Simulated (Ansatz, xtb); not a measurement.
**Relative energy of two isomers of CHFS+**

Structure X is the doublet with the links of `[H]/[S+]=[C]/F` and structure Y is the doublet with the links of `[H]/[S+]=[C]\F`. Both are isolated ions in the gas phase, relaxed with PBE0-D3(BJ)/pcseg-1.

X (Å):

```yaml
atoms:
  - { symbol: C, position_ang: [0.4547, 0.2349, -1.8359] }
  - { symbol: F, position_ang: [1.6844, 0.3116, -1.7050] }
  - { symbol: S, position_ang: [-0.5224, -1.0425, -1.5132] }
  - { symbol: H, position_ang: [-1.6486, -0.3701, -1.8909] }
```

Y (Å):

```yaml
atoms:
  - { symbol: C, position_ang: [-0.2340, -0.3330, 0.8110] }
  - { symbol: F, position_ang: [-1.1090, 0.3895, 1.3140] }
  - { symbol: S, position_ang: [1.3794, -0.1481, 0.6275] }
  - { symbol: H, position_ang: [1.4477, 1.0878, 1.2218] }
```

Problem. Which of the two would you expect CCSD(T)/def2-TZVPP electronic energies to favour?

Solution. Structure X; the calculation gives E(Y) − E(X) = +0.134 eV.

The same difference at several levels:

```
              level             geometry  E(Y) − E(X) (eV)  departure from the last row (eV)  job, with rough time for the two
           GFN2-xTB             GFN2-xTB              +0.239                            +0.106             optimisation, 0.092 s
          HF/STO-3G             GFN2-xTB              +0.181                            +0.047              single point, 0.28 s
 r2SCAN-D4/def2-SVP             GFN2-xTB              +0.136                            +0.002               single point, 3.9 s
PBE0-D3(BJ)/pcseg-1  PBE0-D3(BJ)/pcseg-1              +0.145                            +0.011                optimisation, 29 s
      HF/def2-TZVPP  PBE0-D3(BJ)/pcseg-1              +0.092                            −0.042           part of the CCSD(T) run
     MP2/def2-TZVPP  PBE0-D3(BJ)/pcseg-1              +0.140                            +0.006           part of the CCSD(T) run
 CCSD(T)/def2-TZVPP  PBE0-D3(BJ)/pcseg-1              +0.134                                                  single point, 85 s
```

As drawn, both hold the same kinds of bond in the same numbers.

None of the levels shown reverses the order. The largest departure from CCSD(T)/def2-TZVPP is that of GFN2-xTB, 0.106 eV.

With harmonic frequencies from PBE0-D3(BJ)/pcseg-1 (ideal gas, rigid rotor, one conformer each, 298.15 K, 1 atm): the zero-point term adds −0.009 eV; ΔH is +0.126 and ΔG +0.123 eV.

Open shells are spin-unrestricted, with notable spin contamination under HF/STO-3G. The correlated steps freeze 7 core orbitals. Programs: Ansatz 0.2.0, xtb 6.7.1; the last row on 1 thread of Arm Neoverse V1 on a shared host.
